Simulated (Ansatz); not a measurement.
Cu2ZnSnS4 (I-4, No. 82): bulk modulus B0 by level of theory

No measured value is used here.

| level (code) | value (GPa) | cell (Å³/atom) |
|---|---|---|
| LDA (Ansatz) | 88.4 | 18.80 |
| PBE (Ansatz) | 68.2 | 20.43 |
| PBEsol (Ansatz) | 80.2 | 19.41 |
| r²SCAN (Ansatz) | 77.2 | 19.83 |

LDA, PBE, PBEsol, r²SCAN: the bulk modulus is −V dP/dV from two relaxed cells at ±2 % in volume. Each level is taken at its own relaxed cell. Cutoffs differ between the levels. Ansatz's density-functional and Hartree–Fock values are scalar-relativistic unless marked +SOC, with PAW data made under PBE.

Ansatz is a program for electronic structure.
